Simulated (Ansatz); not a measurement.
Basis-set extrapolation for C$_{4}$H$_{6}$F$_{2}$, SMILES `F[C@H]1C[C@@H](F)C1` (PBE0-D4/def2-TZVP geometry, frozen core, Ansatz 0.2.0). Multiplicity 1, RHF reference.

```csv
,def2-TZVPP,def2-QZVPP
HF,-353.956282,-353.971757
MP2 correlation,-1.161923,-1.252921
CCSD(T) correlation,-1.240014,not run
```

Energies in hartree. Use E(X) = E(∞) + A·exp(−7.88·√X) for Hartree–Fock and E(X) = E(∞) + B·X^(−2.97) for correlation, with X = 3 and 4, and add CCSD(T) minus MP2 of the smaller set to the MP2 limit.

Question: What is the CCSD(T) energy at the basis-set limit?

Answer: HF limit: -353.971757 + (-0.015475) × 0.13774 = -353.97389. MP2 limit: -1.252921 + (-0.090998) × 0.74074 = -1.32033. Higher-order term: -1.240014 − (-1.161923) = -0.07809. Total: -355.37231 hartree, 462.1 kJ/mol below CCSD(T)/def2-TZVPP.
